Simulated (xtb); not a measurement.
xtb input (GFN2-xTB):

```bash
xtb mol.xyz --gfn 2 --sp --chrg 0 --uhf 0
```
mol.xyz:
```
10

O      0.00640950     0.00082813     1.39432741
C      0.00085310     0.00011022     0.18558322
C     -0.00523531     1.28535289    -0.61238490
C     -0.00038784    -1.28607943    -0.61087992
H      0.00270891     2.14131370     0.05812234
H     -0.00216275    -2.14124313     0.06068828
H     -0.88988472     1.32626971    -1.25304413
H      0.86529604     1.32407970    -1.27214134
H      0.87833452    -1.32776204    -1.25959603
H     -0.87694764    -1.32558514    -1.26255881
```

End of the output:

```
         :::::::::::::::::::::::::::::::::::::::::::::::::::::
         ::                     SUMMARY                     ::
         :::::::::::::::::::::::::::::::::::::::::::::::::::::
         :: total energy             -13.533796883877 Eh    ::
         :: gradient norm              0.014739630656 Eh/a0 ::
         :: HOMO-LUMO gap              4.061581035917 eV    ::
         ::.................................................::
         :: SCC energy               -13.701300696269 Eh    ::
         :: -> isotropic ES            0.027416492877 Eh    ::
         :: -> anisotropic ES          0.002020460495 Eh    ::
         :: -> anisotropic XC          0.005721037697 Eh    ::
         :: -> dispersion             -0.003911528085 Eh    ::
         :: repulsion energy           0.167503812392 Eh    ::
         :: add. restraining           0.000000000000 Eh    ::
         :: total charge              -0.000000000000 e     ::
         :::::::::::::::::::::::::::::::::::::::::::::::::::::

           -------------------------------------------------
          |                Property Printout                |
           -------------------------------------------------

    * Orbital Energies and Occupations

         #    Occupation            Energy/Eh            Energy/eV
      -------------------------------------------------------------
         1        2.0000           -0.7088937             -19.2900
         2        2.0000           -0.6395896             -17.4041
         3        2.0000           -0.6202007             -16.8765
         4        2.0000           -0.5712038             -15.5432
         5        2.0000           -0.5448249             -14.8254
         6        2.0000           -0.5384799             -14.6528
         7        2.0000           -0.5208100             -14.1720
         8        2.0000           -0.4839764             -13.1697
         9        2.0000           -0.4766686             -12.9708
        10        2.0000           -0.4758851             -12.9495
        11        2.0000           -0.4718879             -12.8407
        12        2.0000           -0.3991045             -10.8602 (HOMO)
        13                         -0.2498441              -6.7986 (LUMO)
        14                          0.0751641               2.0453
Note: The following floating-point exceptions are signalling: IEEE_UNDERFLOW_FLAG IEEE_DENORMAL
normal termination of xtb
        15                          0.1403167               3.8182
        16                          0.1641409               4.4665
        17                          0.1736303               4.7247
        18                          0.1913610               5.2072
        19                          0.1917577               5.2180
        20                          0.1975703               5.3762
        21                          0.2723205               7.4102
        22                          0.6154764              16.7480
      -------------------------------------------------------------
                  HL-Gap            0.1492604 Eh            4.0616 eV
             Fermi-level           -0.3244743 Eh           -8.8294 eV

     #   Z          covCN         q      C6AA      α(0)
     1   8 O        0.857    -0.357    20.834     6.120
     2   6 C        2.808     0.245    22.906     7.841
     3   6 C        3.751    -0.139    23.232     6.874
     4   6 C        3.751    -0.139    23.232     6.874
     5   1 H        0.925     0.068     2.104     2.268
     6   1 H        0.925     0.068     2.104     2.268
     7   1 H        0.924     0.063     2.161     2.299
     8   1 H        0.924     0.063     2.164     2.300
     9   1 H        0.924     0.063     2.161     2.299
    10   1 H        0.924     0.063     2.164     2.300

 Mol. C6AA /au·bohr⁶  :        767.239864
 Mol. C8AA /au·bohr⁸  :      16461.105931
 Mol. α(0) /au        :         41.443772

Wiberg/Mayer (AO) data.
largest (>0.10) Wiberg bond orders for each atom

 ---------------------------------------------------------------------------
     #   Z sym  total        # sym  WBO       # sym  WBO       # sym  WBO
 ---------------------------------------------------------------------------
     1   8 O    2.071 --     2 C    1.871
     2   6 C    3.919 --     1 O    1.871     4 C    1.003     3 C    1.003
     3   6 C    3.994 --     2 C    1.003     5 H    0.984     8 H    0.964
                             7 H    0.963
     4   6 C    3.994 --     2 C    1.003     6 H    0.984    10 H    0.964
                             9 H    0.963
     5   1 H    0.995 --     3 C    0.984
     6   1 H    0.995 --     4 C    0.984
     7   1 H    0.996 --     3 C    0.963
     8   1 H    0.996 --     3 C    0.964
     9   1 H    0.996 --     4 C    0.963
    10   1 H    0.996 --     4 C    0.964
 ---------------------------------------------------------------------------

Topologies differ in total number of bonds
Writing topology from bond orders to xtbtopo.mol

molecular dipole:
                 x           y           z       tot (Debye)
 q only:       -0.005      -0.001      -1.120
   full:       -0.006      -0.001      -1.353       3.439
molecular quadrupole (traceless):
                xx          xy          yy          xz          yz          zz
 q only:        0.291      -0.007       2.529      -0.014      -0.003      -2.819
  q+dip:        0.838      -0.009       2.697      -0.020      -0.004      -3.535
   full:        1.582      -0.008       2.412      -0.026      -0.004      -3.995

           -------------------------------------------------
          | TOTAL ENERGY              -13.533796883877 Eh   |
          | GRADIENT NORM               0.014739630656 Eh/α |
          | HOMO-LUMO GAP               4.061581035917 eV   |
           -------------------------------------------------

------------------------------------------------------------------------
------------------------------------------------------------------------
 total:
 SCF:
```
